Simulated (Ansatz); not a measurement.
**Scan of CH⁺, singlet**

Starting geometry (PBE0/def2-TZVP stationary point for this spin):

```
atom   x (Å)   y (Å)   z (Å)
   C  0.0000  0.0000  0.0000
   H  0.0000  0.0000  1.1404
```

From there H2 moves along the line of the two atoms named below, all else staying in place; atoms are numbered as listed. Energies are in kJ/mol, counted from the starting geometry at the same level.

Basis cc-pVQZ; Ansatz 0.2.0. Only valence electrons are correlated (noble-gas cores frozen). R marks a restricted (for open shells ROHF) determinant.

A value is left out where its run failed or describes another state than the reference as far as symmetry and spin tell, or, spin-broken singlets apart, can't be checked. So is a cluster or MP2 value whose T1 reaches 0.2, or 0.1 on a determinant over 1 eV above the lowest, or whose CCSD ends far below full CI on such a determinant.

Full CI is exact within this basis and frozen core; it isn't the basis-set limit.

```csv
distance C1-H2 (Å),full CI,unpaired electrons (full CI),error RMP2,error RCCSD,error RCCSD(T),error BCCD(T),error RCCSDT,error RCCSDT(Q)
0.915,96.4,0.09,-3.4,-0.6,-0.1,-0.1,0.0,0.0
1.019,20.5,0.09,-2.2,-0.4,-0.1,-0.1,0.0,0.0
1.140,0.0,0.09,0.0,0.0,0.0,0.0,0.0,0.0
1.223,9.6,0.09,2.0,0.3,0.1,0.1,0.0,0.0
1.377,52.5,0.10,6.8,1.1,0.2,0.2,0.1,0.0
1.574,124.0,0.13,15.1,2.6,0.5,0.5,0.3,0.1
1.833,213.4,0.22,29.4,5.3,0.9,1.0,0.6,0.2
2.065,277.3,0.39,44.7,8.5,1.2,1.4,1.0,0.2
2.460,348.6,0.91,73.6,15.1*,-0.6*,1.5*,1.8*,0.0*
3.099,394.5,1.74,114.9,24.5*,-20.6*,-2.4*,2.1*,-2.9*
3.928,406.0,2.03,–,–,–,-10.2*,–,–
```

An asterisk marks runs whose energy the program itself flagged as in doubt.

Unpaired electrons are Σ n²(2−n)² over natural occupations. Errors are those of relative energies. In total energy the starting point itself misses full CI by: RMP2 80.2, RCCSD 7.6, RCCSD(T) 1.4, BCCD(T) 1.4, RCCSDT 0.3, RCCSDT(Q) 0.1 kJ/mol.

Spread of the error over the points with a reference, to 3.928 Å (largest less smallest): RCCSDT 2.2 (10 of 11 points), RCCSDT(Q) 3.1 (10 of 11 points), BCCD(T) 11.7, RCCSD(T) 21.8 (10 of 11 points), RCCSD 25.0 (10 of 11 points), RMP2 118.3 (10 of 11 points) kJ/mol.

Going outwards, the relative energy of RCCSD first misses by more than 4.2 kJ/mol (1 kcal/mol) at 1.833 Å.

Going outwards, the relative energy of BCCD(T) first misses by more than 4.2 kJ/mol (1 kcal/mol) at 3.928 Å.
